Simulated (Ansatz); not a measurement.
Process, species as SMILES: [C-]#[S+] (C-S) → CS+ (doublet, bonded as [S+]#[C-]) + e-
B3LYP-D3(BJ)/def2-TZVP geometries, fixed; electronic energies without zero-point terms.

How fast the adiabatic ionisation energy converges with the basis for several methods (Ansatz, a program for electronic structure): deviation from each method's own reference, in eV. References: B3LYP 11.406 eV, the value in aug-cc-pV(5+d)Z; CCSD(T) 11.422 eV, Hartree-Fock in aug-cc-pV(Q+d)Z plus the correlation part extrapolated as X^-3 from aug-cc-pV(T+d)Z and aug-cc-pV(Q+d)Z; HF 9.849 eV, the value in pcseg-4; MP2 12.311 eV, Hartree-Fock in aug-cc-pV(Q+d)Z plus the correlation part extrapolated as X^-3 from aug-cc-pV(T+d)Z and aug-cc-pV(Q+d)Z; PBE 11.240 eV, the value in aug-cc-pV(5+d)Z; r2SCAN 11.151 eV, the value in aug-cc-pV(5+d)Z. Cartesian d functions, on some or all atoms, in 6-31+G*, 6-311G**; all else is spherical. In correlated methods cores are frozen. The T1 diagnostic of CCSD is high for at least one species. An unrestricted Hartree-Fock determinant is markedly spin-contaminated. Open shells are unrestricted. No added dispersion term, no relativity. 

```json
[
 {"basis": "def2-SVP", "functions": "32", "B3LYP": "0.033", "CCSD(T)": "-0.453", "HF": "0.100", "MP2": "-0.551", "PBE": "0.041", "r2SCAN": "0.126"},
 {"basis": "6-31+G*", "functions": "42", "B3LYP": "0.111", "CCSD(T)": "-0.449", "HF": "0.118", "MP2": "-0.521", "PBE": "0.111", "r2SCAN": "0.124"},
 {"basis": "6-311G**", "functions": "45", "B3LYP": "0.041", "CCSD(T)": "-0.464", "HF": "0.086", "MP2": "-0.552", "PBE": "0.032", "r2SCAN": "0.072"},
 {"basis": "def2-SVPD", "functions": "47", "B3LYP": "0.101", "CCSD(T)": "-0.274", "HF": "0.118", "MP2": "-0.372", "PBE": "0.101", "r2SCAN": "0.135"},
 {"basis": "6-311++G(2d,2p)", "functions": "62", "B3LYP": "0.063", "CCSD(T)": "-0.233", "HF": "0.084", "MP2": "-0.330", "PBE": "0.060", "r2SCAN": "0.068"},
 {"basis": "cc-pV(T+d)Z", "functions": "69", "B3LYP": "-0.011", "CCSD(T)": "-0.158", "HF": "0.017", "MP2": "-0.242", "PBE": "-0.015", "r2SCAN": "0.001"},
 {"basis": "jun-cc-pV(T+d)Z", "functions": "87", "B3LYP": "0.018", "CCSD(T)": "-0.118", "HF": "0.030", "MP2": "-0.198", "PBE": "0.019", "r2SCAN": "0.017"},
 {"basis": "def2-TZVPPD", "functions": "88", "B3LYP": "0.007", "CCSD(T)": "-0.129", "HF": "0.018", "MP2": "-0.212", "PBE": "0.009", "r2SCAN": "0.008"},
 {"basis": "aug-pcseg-2", "functions": "96", "B3LYP": "0.016", "CCSD(T)": "-0.164", "HF": "0.038", "MP2": "-0.260", "PBE": "0.019", "r2SCAN": "0.021"},
 {"basis": "cc-pV(Q+d)Z", "functions": "119", "B3LYP": "-0.009", "CCSD(T)": "-0.072", "HF": "0.004", "MP2": "-0.115", "PBE": "-0.013", "r2SCAN": "-0.006"},
 {"basis": "aug-cc-pV(Q+d)Z", "functions": "169", "B3LYP": "0.004", "CCSD(T)": "-0.046", "HF": "0.011", "MP2": "-0.078", "PBE": "0.005", "r2SCAN": "0.004"},
 {"basis": "aug-pcseg-3", "functions": "174", "B3LYP": "0.000", "CCSD(T)": "-0.078", "HF": "0.007", "MP2": "-0.129", "PBE": "0.002", "r2SCAN": "0.001"}
]
```

Mean absolute deviation over 6-311G**, 6-311++G(2d,2p), cc-pV(T+d)Z, jun-cc-pV(T+d)Z, def2-TZVPPD, aug-pcseg-2: PBE 0.026, B3LYP 0.026, r2SCAN 0.031, HF 0.046, CCSD(T) 0.211, MP2 0.299 eV.
